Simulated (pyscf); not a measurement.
1,1-elimination: HO–Sn(Cl)(Cl)–Cl -> HO–Sn:–Cl [singlet] + chlorine (Cl–Cl)

Gas phase, singlet surface, charge 0. Bonds broken: Sn2–Cl3, Sn2–Cl4. Bonds formed: Cl3–Cl4. Optimised with ωB97X-D3(BJ)/def2-SVP in PySCF.

Transition state (Å):

```xyz
6

O      1.1197     0.9253    -0.7084
Sn     0.8646    -0.9903    -0.2687
Cl     0.7448    -0.7494     2.3345
Cl    -1.4578    -0.5482     1.3189
Cl     3.0976    -1.7399    -0.4931
H      0.3282     1.4564    -0.5441
```

One imaginary mode, 382i cm⁻¹; descent along it reached the two sides named.

```json
[
 {"bond": "Sn2–Cl3", "change": "breaks", "reactant side (Å)": "2.307", "saddle": "2.6", "product side": "3.1"},
 {"bond": "Sn2–Cl4", "change": "breaks", "reactant side (Å)": "2.309", "saddle": "2.8", "product side": "4.5"},
 {"bond": "Cl3–Cl4", "change": "forms", "reactant side (Å)": "3.7", "saddle": "2.434", "product side": "2.036"}
]
```

Electronic energies relative to the reactant's lowest minimum found (kJ/mol):

```json
[
 {"level": "ωB97X-D3(BJ)/def2-TZVP", "barrier": "476.4", "reaction energy": "+318.2", "reverse barrier": "158.1"},
 {"level": "B3LYP-D3(BJ)/def2-TZVP", "barrier": "369.9", "reaction energy": "+259.9", "reverse barrier": "110.0"},
 {"level": "PBE0-D3(BJ)/def2-TZVP", "barrier": "406.1", "reaction energy": "+286.6", "reverse barrier": "119.5"},
 {"level": "M06-2X/def2-TZVP", "barrier": "461.9", "reaction energy": "+308.2", "reverse barrier": "153.7"},
 {"level": "ωB97M-D3(BJ)/def2-TZVP", "barrier": "447.4", "reaction energy": "+276.1", "reverse barrier": "171.3"},
 {"level": "HF/def2-TZVP", "barrier": "584.5", "reaction energy": "+310.5", "reverse barrier": "274.0"}
]
```

With ωB97M-D3(BJ)/def2-TZVP energies and thermal terms (ideal gas, 1 atm, RRHO with modes under 100 cm⁻¹ raised to 100, one conformer, R ln 2 for chiral ones without a mode under 150 cm⁻¹), in kJ/mol:

| T (K) | ΔH‡ | ΔG‡ | ΔH | ΔG |
|---|---|---|---|---|
| 298 | 443.3 | 444.7 | +271.7 | +230.7 |
| 600 | 441.4 | 446.7 | +268.1 | +190.5 |
| 900 | 439.2 | 449.9 | +264.5 | +152.5 |
| 1200 | 436.9 | 453.8 | +260.8 | +115.7 |

The same reactants have a lower exit, to HO–Sn•(Cl)–Cl + Cl• (no saddle counted: cutting one bond costs +351.1 kJ/mol at ωB97M-D3(BJ)/def2-TZVP, against +447.4 kJ/mol here). One saddle was located; it need not be the lowest between these sides. A restricted solution here is unstable towards spin polarisation, so biradical character is likely and single-reference numbers are less safe. Elements past Kr carry the def2 core potentials, without spin-orbit coupling.
